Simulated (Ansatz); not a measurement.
`[SiH2]C[SiH3]` radical. The species carries charge 0 and has multiplicity 2.

```xyz
10

Si   -0.3658    1.0911    1.3366
C     0.2028   -0.4719    0.4709
Si   -0.1700   -0.5002   -1.3650
H     0.3375    2.2893    0.7998
H    -0.1872    1.0190    2.8146
H     1.2843   -0.5830    0.6167
H    -0.2777   -1.3344    0.9435
H     0.4240    0.6925   -2.0260
H    -1.6398   -0.4811   -1.5881
H     0.3918   -1.7213   -2.0030
```

What are the harmonic wavenumbers in cm⁻¹ at PBE0-D4/def2-TZVP (Ansatz, finite differences of forces, unscaled)? (An estimate is asked.)

The calculation gave: 79, 134, 162, 462, 557, 566, 585, 760, 769, 804, 914, 942, 946, 951, 1003, 1058, 1381, 2187, 2213, 2219, 2225, 2228, 3043, 3107.

Is this a minimum?

Yes, all 24 modes are real.

Give the ideal-gas thermochemistry at 298.15 K and 1 bar (rigid rotor, harmonic oscillator; point group C1, symmetry number 1).

Zero-point energy 175.2 kJ/mol; H(298) − E = 194.0 kJ/mol; entropy 327.5 J/(mol·K), of which translation 162.7, rotation 104.8, vibration 54.2, electronic 5.8; G(298) − E = 96.4 kJ/mol. Modes under 100 cm⁻¹ are hindered rotations or soft bends, so the harmonic entropy is rough.
